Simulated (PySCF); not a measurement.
# HCl, PBE0: how much the basis matters

PySCF, UKS reference; singlet, unpaired electrons none; De to H + Cl without counterpoise correction.

```json
{"basis": "6-31G(d,p)", "relativity": "no relativity", "functions": "23", "Re (Å)": "1.280", "ωe (cm⁻¹)": "3025", "De (eV)": "4.47", "μ (D)": "-1.48"}
{"basis": "jorge-DZP-DKH", "relativity": "spin-free X2C", "functions": "29", "Re (Å)": "1.292", "ωe (cm⁻¹)": "2969", "De (eV)": "4.41", "μ (D)": "-1.41"}
{"basis": "aug-pcseg-1", "relativity": "no relativity", "functions": "36", "Re (Å)": "1.290", "ωe (cm⁻¹)": "2990", "De (eV)": "4.47", "μ (D)": "-1.19"}
{"basis": "aug-cc-pVDZ/aug-cc-pV(D+d)Z", "relativity": "no relativity", "functions": "41", "Re (Å)": "1.286", "ωe (cm⁻¹)": "2993", "De (eV)": "4.53", "μ (D)": "-1.15"}
{"basis": "def2-TZVP", "relativity": "no relativity", "functions": "43", "Re (Å)": "1.279", "ωe (cm⁻¹)": "2998", "De (eV)": "4.52", "μ (D)": "-1.26"}
{"basis": "pcseg-2", "relativity": "no relativity", "functions": "48", "Re (Å)": "1.279", "ωe (cm⁻¹)": "2990", "De (eV)": "4.53", "μ (D)": "-1.28"}
{"basis": "x2c-TZVPPall", "relativity": "spin-free X2C", "functions": "56", "Re (Å)": "1.278", "ωe (cm⁻¹)": "2997", "De (eV)": "4.53", "μ (D)": "-1.19"}
{"basis": "def2-TZVPPD", "relativity": "no relativity", "functions": "68", "Re (Å)": "1.278", "ωe (cm⁻¹)": "3002", "De (eV)": "4.56", "μ (D)": "-1.12"}
```

Q: How does each smaller set differ from the one with most functions, def2-TZVPPD?

A: 6-31G(d,p): +0.2 pm, +0.8 % in ωe, -0.09 eV in De; jorge-DZP-DKH: +1.4 pm, -1.1 % in ωe, -0.15 eV in De; aug-pcseg-1: +1.2 pm, -0.4 % in ωe, -0.09 eV in De; aug-cc-pVDZ/aug-cc-pV(D+d)Z: +0.8 pm, -0.3 % in ωe, -0.03 eV in De; def2-TZVP: +0.1 pm, -0.1 % in ωe, -0.04 eV in De; pcseg-2: +0.1 pm, -0.4 % in ωe, -0.03 eV in De; x2c-TZVPPall: +0.0 pm, -0.2 % in ωe, -0.03 eV in De. All at PBE0; the set with most functions is neither the basis-set limit nor always the best. The rows treat relativity differently, so the differences are not basis effects alone.

A positive dipole means H(−)Cl(+).
